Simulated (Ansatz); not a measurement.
Geometry optimisation, RKS PBE0-D4/6-31G* in Ansatz.

Input:

```yaml
crystal:
  periodic: [false, false, false]
  atoms:
    - { symbol: Si, position_ang: [0.231939, -0.097448, 0.210227] }
    - { symbol: C, position_ang: [0.523533, -0.105054, 2.065265] }
    - { symbol: H, position_ang: [-0.150454, -0.792732, 2.587521] }
    - { symbol: H, position_ang: [1.549868, -0.416555, 2.28586] }
    - { symbol: H, position_ang: [0.386631, 0.894121, 2.492595] }
    - { symbol: H, position_ang: [1.536133, -0.187809, -0.515431] }
    - { symbol: H, position_ang: [-0.425558, 1.156731, -0.261177] }
    - { symbol: H, position_ang: [-0.593627, -1.255744, -0.229754] }
    - { symbol: Si, position_ang: [-3.005715, 0.603049, 1.099887] }
    - { symbol: H, position_ang: [-3.177704, -0.310296, -0.060933] }
    - { symbol: H, position_ang: [-4.146149, 0.400666, 2.050334] }
    - { symbol: H, position_ang: [-3.011816, 2.017556, 0.635567] }
    - { symbol: H, position_ang: [-1.742081, 0.314414, 1.795039] }
basis:
  gaussian: { orbitals: "6-31G*" }
hamiltonian:
  xc: pbe0
  dispersion: d4
relax:
  f_tol: 0.03
  max_steps: 50
output:
  orbitals: {}
```

Command:

```bash
$ ansatz run input.yaml --threads 1 --pin off --max-ram 2048MiB --backend cpu --events-out ev --progress --plain --runs-dir out
```

Where does it end, and by what steps?

The forces met the threshold. The force dipped under the threshold on the way, but the program's further checks kept it going. After 12 steps the energy has fallen by 0.223 eV; H5 moved furthest, 0.91 Å.

```json
{"step": "0", "energy less start (eV)": "0.0000", "largest force component (eV/Å)": "0.669", "accepted": "yes"}
{"step": "1", "energy less start (eV)": "-0.1191", "largest force component (eV/Å)": "0.115", "accepted": "yes"}
{"step": "2", "energy less start (eV)": "-0.1620", "largest force component (eV/Å)": "0.130", "accepted": "yes"}
{"step": "3", "energy less start (eV)": "-0.1883", "largest force component (eV/Å)": "0.126", "accepted": "yes"}
{"step": "4", "energy less start (eV)": "-0.1959", "largest force component (eV/Å)": "0.107", "accepted": "yes"}
{"step": "5", "energy less start (eV)": "-0.1877", "largest force component (eV/Å)": "0.496", "accepted": "no"}
{"step": "6", "energy less start (eV)": "-0.2062", "largest force component (eV/Å)": "0.062", "accepted": "yes"}
{"step": "7", "energy less start (eV)": "-0.2139", "largest force component (eV/Å)": "0.149", "accepted": "yes"}
{"step": "8", "energy less start (eV)": "-0.2169", "largest force component (eV/Å)": "0.276", "accepted": "yes"}
{"step": "9", "energy less start (eV)": "-0.2013", "largest force component (eV/Å)": "0.456", "accepted": "no"}
{"step": "10", "energy less start (eV)": "-0.2223", "largest force component (eV/Å)": "0.042", "accepted": "yes"}
{"step": "11", "energy less start (eV)": "-0.2229", "largest force component (eV/Å)": "0.003", "accepted": "yes"}
{"step": "12", "energy less start (eV)": "-0.2234", "largest force component (eV/Å)": "0.019", "accepted": "yes"}
```

```xyz
13
Properties=species:S:1:pos:R:3
Si 0.495 -0.137 0.184
C 0.882 -0.151 2.025
H -0.022 -0.355 2.609
H 1.623 -0.921 2.263
H 1.283 0.816 2.346
H 1.722 0.146 -0.615
H -0.514 0.914 -0.138
H -0.052 -1.452 -0.257
Si -3.487 0.673 1.144
H -3.380 -0.291 0.017
H -4.858 0.610 1.724
H -3.218 2.052 0.655
H -2.497 0.317 2.198
```

The run took 38 s on 1 thread of Arm Neoverse V2, on a shared host, peak memory 0.15 GiB.
